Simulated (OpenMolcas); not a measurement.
## Which level was it?

AlH2F has 4 atoms, charge 0, and is taken as a singlet. SMILES: `[F][AlH2]`. The shape comes from GFN2-xTB, which is rough for such elements, and wasn't checked as a minimum.

```
atom    x (Å)    y (Å)    z (Å)
   F  -0.3464  -0.0150   1.5652
  Al   0.0083   0.0003  -0.0373
   H  -0.3870  -1.1977  -0.8985
   H   0.7251   1.2124  -0.6294
```

Orbital energies are those of the mean-field step.

A calculation with OpenMolcas 26.06 gave:

```json
{"total energy": "-337.3489 Eh", "dipole moment": "0.04 D", "HOMO energy": "-2.40 eV", "LUMO energy": "3.70 eV", "HOMO–LUMO gap": "6.11 eV"}
```

Task: Which of these levels gave the numbers?
A. ACPF/STO-3G
B. PBE0/STO-3G
C. M06-2X/STO-3G
D. SVWN5/STO-3G

Result: D. The others give -338.9143 Eh (PBE0/STO-3G), -339.1197 Eh (M06-2X/STO-3G), -338.2984 Eh (ACPF/STO-3G).
